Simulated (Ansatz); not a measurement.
Which isomer of CH2BO gives these data?

These gas-phase data were calculated for one isomer of CH2BO at BLYP-D3(BJ)/def2-SVP (harmonic, unscaled wavenumbers; equilibrium rotational constants with average atomic masses):

| Quantity | Value |
| --- | --- |
| rotational constants | 218.4, 9.356, 8.972 GHz |
| all wavenumbers above 1500 cm⁻¹ | 2629, 2529, 2064 |

Candidates:

(1) `B1[CH]O1`, a doublet
(2) `[CH2]B=O`, a doublet
(3) `B[C]=O`, a doublet

Question: Which structure fits?

Answer: Candidate (3). The band at 2629 cm⁻¹ lies where the B–H stretch is expected; (2) has no mode between 2350 and 2900 cm⁻¹. No mode falls between 2750 and 3290 cm⁻¹, where the C–H stretch of (1) would stand.

The same quantities for all candidates:

|  | rotational constants (GHz) | wavenumbers above 1500 cm⁻¹ | E above the lowest, BLYP-D3(BJ)/def2-SVP (kcal/mol) |
| --- | --- | --- | --- |
| (1) | 32.16, 27.14, 14.72 | 3235, 2698 | 53.5 |
| (2) | 286.6, 8.482, 8.238 | 3172, 3075, 1934 | 0.0 |
| (3) | 218.4, 9.356, 8.972 | 2629, 2529, 2064 | 25.9 |

Harmonic stretches to hydrogen usually lie a few per cent above observed fundamentals. Each candidate is one conformer. Open shells are spin-unrestricted. Programs: Ansatz 0.2.0.
